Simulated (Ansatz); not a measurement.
For bcc Li, PBE (PAW; Ansatz, a first-principles code) gives:

| Quantity | Value |
|---|---|
| lattice constant a | 3.435 Å |
| bulk modulus B0 | 13.9 GPa |
| cohesive energy | 1.61 eV/atom |

What does PBE0 (Ansatz, PAW) give for the same quantities?


- lattice constant a: 3.464 Å (goes up by 0.8 %)
- bulk modulus: 13.3 GPa (falls by 4.3 %)
- cohesive energy: 1.54 eV/atom (shrinks by 0.07 eV/atom)

For comparison: lattice constant a 3.449 Å (measured, low-temperature or extrapolated to 0 K; zero-point anharmonic expansion removed, sources range from 3.443 to 3.453; as tabulated in Csonka et al. (2009), arXiv:0903.4037); bulk modulus 13.8 GPa (measured, corrected for temperature and zero-point phonon effects, sources range from 13.1 to 13.9; as tabulated in Levämäki et al. (2014), arXiv:1402.3671); cohesive energy 1.67 ± 0.01 eV/atom (measured, from 0 K enthalpies of formation; zero-point vibration energy (9/8 kB θD) added; as tabulated in Csonka et al. (2009), arXiv:0903.4037).

Changes are worked out from the printed values.

Unless a cell is named, each level is at its own relaxed cell (PBE 20.26, PBE0 20.78 Å³/atom).

Ansatz's density-functional and Hartree–Fock values are scalar-relativistic unless marked +SOC, with PAW data made under PBE.
